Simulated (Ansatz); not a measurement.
Basis-set extrapolation for C4H9N, SMILES `CC(C)=CN` (PBE0-D4/def2-TZVP geometry, frozen core, Ansatz 0.2.0). Multiplicity 1, RHF reference.

```tsv
	def2-TZVPP	def2-QZVPP
HF	-211.224060	-211.234183
MP2 correlation	-0.895849	-0.953699
CCSD(T) correlation	-0.979871	not run
```

Energies in hartree. Use E(X) = E(∞) + A·exp(−7.88·√X) for Hartree–Fock and E(X) = E(∞) + B·X^(−2.97) for correlation, with X = 3 and 4, and add CCSD(T) minus MP2 of the smaller set to the MP2 limit.

Q: What is the CCSD(T) energy at the basis-set limit?

A: HF limit: -211.234183 + (-0.010123) × 0.13774 = -211.23558. MP2 limit: -0.953699 + (-0.057850) × 0.74074 = -0.99655. Higher-order term: -0.979871 − (-0.895849) = -0.08402. Total: -212.31615 hartree, 3.05 eV below CCSD(T)/def2-TZVPP.
